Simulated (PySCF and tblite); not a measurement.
Values are calculated unless marked as measured or tabulated.
2 E/Z isomers of C₅H₈O, numbered alike:

```json
{"isomer": "A", "SMILES": "[CH2:1]=[CH:2]/[CH:3]=[CH:4]/[O:5][CH3:6]", "descriptors": "3=4 E"}
{"isomer": "B", "SMILES": "[CH2:1]=[CH:2]/[CH:3]=[CH:4]\\[O:5][CH3:6]", "descriptors": "3=4 Z"}
```

Each isomer is a Boltzmann average at 298.15 K over at most 6 conformers: GFN2-xTB geometries, energies r2SCAN/def2-TZVP (D3(BJ) added where defined), GFN2-xTB thermal terms. Programs: PySCF with density fitting and tblite.

**Question.** Rank the isomers by free energy at 298.15 K.

**Answer.** 
```
isomer  ΔG (kcal/mol)  ΔE, lowest conformer  conformers  largest weight %  rms dipole (D)
     A            0.0                   0.0           2                87            1.42
     B            1.4                   2.0           1               100            2.18
```

**Question.** If they could interconvert freely, what would the mixture hold (chiral isomers as racemates)?

**Answer.** A 92 %, B 8 %. A racemate gains RT ln 2.

The search found a single conformer for at least one isomer; other rotamers may be missing.
